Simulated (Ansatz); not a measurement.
Abridged output of a molecular run in Ansatz:

```
Functional definition: HF
1590 factors; integrals over basis functions are off by at most 9.6e-4 eV
mean field evaluation 1: about -9949.3940 eV, gradient 4.5e1 eV
mean field evaluation 2: about -9949.7304 eV, gradient 4.6e1 eV
mean field evaluation 4: about -9954.0302 eV, gradient 5.2e0 eV
mean field evaluation 8: about -9954.1290 eV, gradient 5.3e-1 eV
mean field evaluation 16: about -9954.1311 eV, gradient 1.8e-6 eV
mean field -9954.13107472 eV, -365.8075698435 hartree, gradient 1.8e-6 eV, S^2 0.000000; 0 other end points of the search recorded, 0 dependent functions left out
6 core orbitals not correlated: weight in the atoms' cores, before any rotation towards them, 1.000 or more for the frozen orbitals, at most 0.000 for the correlated occupied ones
reference -9954.13107472 eV, -365.8075698435 hartree; 18, 18 occupied and 232, 232 virtual orbitals, 1590 factors
second order -32.71274261 eV of doubles, -0.00000000 eV of singles
cycle   1  -32.46855388 eV  change    2.4e-1 eV  update   1.3e-1
cycle   2  -33.24618061 eV  change   -7.8e-1 eV  update   3.8e-2
cycle   3  -33.43976172 eV  change   -1.9e-1 eV  update   1.9e-2
cycle   4  -33.41774531 eV  change    2.2e-2 eV  update   4.6e-3
cycle   5  -33.41600567 eV  change    1.7e-3 eV  update   2.1e-3
cycle   6  -33.41791667 eV  change   -1.9e-3 eV  update   6.7e-4
cycle   7  -33.41757203 eV  change    3.4e-4 eV  update   2.4e-4
cycle   8  -33.41741904 eV  change    1.5e-4 eV  update   8.2e-5
cycle   9  -33.41745559 eV  change   -3.7e-5 eV  update   3.1e-5
cycle  10  -33.41747056 eV  change   -1.5e-5 eV  update   1.3e-5
perturbative correction -1.28853121 eV, -0.0473526486 hartree
Total energy: -9988.83707649 eV, -367.0829918839 hartree
```

Its atoms:

Cartesian coordinates in Å:
```
O 0.759 -1.531 -1.192
C -0.307 -0.987 -1.242
C -0.637 0.334 -0.599
O 0.445 0.976 0.011
C 0.825 0.445 1.219
F -0.107 0.753 2.193
H -1.165 -1.439 -1.788
H -1.015 0.999 -1.384
H -1.474 0.177 0.098
H 0.908 -0.645 1.191
H 1.768 0.918 1.492
```

Q: Which basis set was used?
A. def2-TZVPPD
B. def2-QZVPP
C. def2-TZVPP
D. def2-SVPD

A: C. It gives 256 functions.

Q: Write the keys of the input that set method, charge and spin (a neutral closed shell needs none for the last two).

A: 
```yaml
correlation: {method: ccsd_t}
```
